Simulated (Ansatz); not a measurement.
A nudged elastic band was laid between two geometries of C$_{2}$H$_{5}$FN$_{2}$ (10 atoms, charge 0, multiplicity 1).

Method: RKS B3LYP/def2-SVP in Ansatz.

- movable images: 7
- climbing image: yes
- spring: 5.0 eV/Å²
- optimiser: quadratic models (default)
- start path: through a guess of the saddle point
- force threshold: 0.05 eV/Å
- iteration limit: 60
- end points: relaxed

Initial state:

```xyz
10
Properties=species:S:1:pos:R:3
C -1.484 0.454 0.588
N -0.484 -0.463 0.095
C 0.677 -0.088 -0.197
N 1.714 -0.899 -0.575
F 1.103 1.203 -0.136
H -1.143 1.502 0.667
H -1.831 0.130 1.584
H -2.369 0.431 -0.071
H 2.448 -0.476 -1.131
H 1.451 -1.845 -0.821
```

Final state:

```xyz
10
Properties=species:S:1:pos:R:3
C -1.338 0.231 0.434
N -0.043 0.717 0.848
C 0.982 0.278 0.271
N 1.119 -0.658 -0.721
F 2.192 0.720 0.655
H -1.524 0.359 -0.654
H -2.133 0.779 0.961
H -1.475 -0.845 0.663
H 2.006 -0.712 -1.205
H 0.297 -0.919 -1.249
```

Task: Which bonds break or form, and what moves?

Result: No bond is made or broken. The dihedral C1–N2–C3–F5 changes from -3 to -180° by way of a nearly straight angle C1–N2–C3 (up to 175°), not by a turn about the bond.

Task: What energy profile does the band end with?

Result: The run converged. The highest image is number 3 of 0 to 8, 69.2 kJ/mol above the first end and 58.4 kJ/mol above the last; the last end lies 10.7 kJ/mol above the first. A vibrational analysis at the climbing image gives one clearly imaginary mode, 274i cm⁻¹: a first-order saddle point.

| image | path coordinate (Å) | energy (kJ/mol) | angle C1–N2–C3 (°) |
| --- | --- | --- | --- |
| 0 | 0.00 | 0.0 | 122 |
| 1 | 0.69 | 4.1 | 128 |
| 2 | 1.37 | 37.3 | 148 |
| 3 | 2.06 | 69.2 | 175 |
| 4 | 3.04 | 29.3 | 135 |
| 5 | 4.03 | 13.0 | 117 |
| 6 | 5.02 | 12.6 | 122 |
| 7 | 6.01 | 12.1 | 120 |
| 8 | 7.00 | 10.7 | 119 |

Task: What is the geometry of the highest image?

Result: 
```xyz
10
Properties=species:S:1:pos:R:3:forces:R:3
C -1.587 0.410 0.568 0.00 0.00 0.00
N -0.230 0.304 0.238 0.00 0.00 0.00
C 0.914 0.182 -0.155 -0.01 0.00 0.00
N 1.515 -0.824 -0.879 0.00 0.00 0.00
F 1.892 1.148 0.064 0.00 0.00 0.00
H -1.906 1.452 0.769 0.00 0.00 0.00
H -1.808 -0.170 1.484 0.00 0.00 0.00
H -2.252 0.007 -0.223 0.00 0.00 0.00
H 2.527 -0.858 -0.912 0.00 0.00 0.00
H 1.018 -1.701 -0.952 0.00 0.00 0.00
```

Task: What are the harmonic wavenumbers there?

Result: 274i, 31, 121, 334, 449, 484, 509, 687, 778, 934, 1135, 1138, 1237, 1288, 1439, 1462, 1493, 1587, 2115, 2963, 3013, 3043, 3593, 3722 cm⁻¹.

The band took 33 iterations and roughly 13 core-minutes.

The run took 6.6 min on 2 threads of Arm Neoverse V2 (shared host), peak memory 0.2 GiB.
